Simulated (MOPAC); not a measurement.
Job for MOPAC: AM1 on H2 (SMILES [H][H]).

```
AM1 1SCF PRECISE CHARGE=0 THREADS=1
H2

H      0.00000000 1     0.00000000 1     0.00000000 1
H      0.74187646 1     0.00000000 1     0.00000000 1
```

Program output:

```
*******************************************************************************
 **                                                                           **
 **                              MOPAC v23.2.5                                **
 **                                                                           **
 *******************************************************************************
 ** MOPAC's Digital Object Identifier: https://doi.org/10.5281/zenodo.6511958 **
 **                                                                           **
 ** Please cite the open-source release paper for use of this MOPAC version:  **
 ** J. E. Moussa and J. J. P. Stewart (2026)                                  **
 ** MOPAC: An open-source semiempirical molecular orbital program             **
 ** J. Open Source Softw., 11(119), 8025, https://doi.org/10.21105/joss.08025 **
 *******************************************************************************

                              AM1 CALCULATION RESULTS

 *******************************************************************************
 *  AM1        - The AM1 Hamiltonian to be used
 *
 *
 *
 *                 CHARGE ON SYSTEM = 0
 *
 *
 *
 *  PRECISE    - TIGHTER CRITERIA TO BE USED
 *  1SCF       - DO 1 SCF AND THEN STOP
 *  THREADS=1  - MULTI-THREADING NOT USED
 *  T=         - A TIME OF 172800.0 SECONDS REQUESTED
 *  DUMP=N     - RESTART FILE WRITTEN EVERY 7200.0 SECONDS REQUESTED
 *******************************************************************************
AM1 1SCF PRECISE CHARGE=0 THREADS=1
 H2

   ATOM   CHEMICAL          X               Y               Z
  NUMBER   SYMBOL      (ANGSTROMS)     (ANGSTROMS)     (ANGSTROMS)

     1       H          0.00000000  *   0.00000000  *   0.00000000  *
     2       H          0.74187646  *   0.00000000  *   0.00000000  *



          CARTESIAN COORDINATES

    NO.       ATOM           X           Y           Z

     1         H          0.0000      0.0000      0.0000
     2         H          0.7419      0.0000      0.0000

  H: (AM1): M.J.S. DEWAR ET AL, J. AM. CHEM. SOC. 107 3902-3909 (1985)

           Empirical Formula: H2  =     2 atoms



      MOLECULAR POINT GROUP   :   D*h


      RHF CALCULATION, NO. OF DOUBLY OCCUPIED LEVELS = 1


 -------------------------------------------------------------------------------
 AM1 1SCF PRECISE CHARGE=0 THREADS=1
 H2



     1SCF WAS SPECIFIED, SO BFGS WAS NOT USED
     SCF FIELD WAS ACHIEVED


                              AM1 CALCULATION
                                                       MOPAC v23.2.5 Linux




          FINAL HEAT OF FORMATION =         -3.60233 KCAL/MOL =     -15.07214 KJ/MOL


          COSMO AREA              =         27.22 SQUARE ANGSTROMS
          COSMO VOLUME            =         13.02 CUBIC ANGSTROMS

          IONIZATION POTENTIAL    =         14.520242 EV
          HOMO LUMO ENERGIES (EV) =        -14.520  4.575
          NO. OF FILLED LEVELS    =          1
          MOLECULAR WEIGHT        =          2.0158         POINT GROUP:  D*h

          MOLECULAR DIMENSIONS (Angstroms)

            Atom       Atom       Distance
            H     2    H     1     0.74188
            H     2    H     1     0.00000
            H     1    H     2     0.00000


          SCF CALCULATIONS        =          1





   ATOM   CHEMICAL          X               Y               Z
  NUMBER   SYMBOL      (ANGSTROMS)     (ANGSTROMS)     (ANGSTROMS)

     1       H          0.00000000  *   0.00000000  *   0.00000000  *
     2       H          0.74187646  *   0.00000000  *   0.00000000  *

                             CARTESIAN COORDINATES

   1    H        0.000000000     0.000000000     0.000000000
   2    H        0.741876460     0.000000000     0.000000000


           Empirical Formula: H2  =     2 atoms



      MOLECULAR POINT GROUP   :   D*h


                  EIGENVALUES
 -14.52024   4.57539


              NET ATOMIC CHARGES AND DIPOLE CONTRIBUTIONS

  ATOM NO.   TYPE          CHARGE      No. of ELECS.   s-Pop
    1          H          -0.000000        1.0000     1.00000
    2          H           0.000000        1.0000     1.00000
 DIPOLE           X         Y         Z       TOTAL
 POINT-CHG.     0.000     0.000     0.000     0.000
 HYBRID         0.000     0.000     0.000     0.000
 SUM            0.000     0.000     0.000     0.000


          ATOMIC ORBITAL ELECTRON POPULATIONS

     Atom    s
    1  H   1.00000
    2  H   1.00000

 **********************
 *                    *
 * JOB ENDED NORMALLY *
 *                    *
 **********************




 == MOPAC DONE ==
```

The run finished.

Cost: about 0.010 core-seconds (a rough figure).
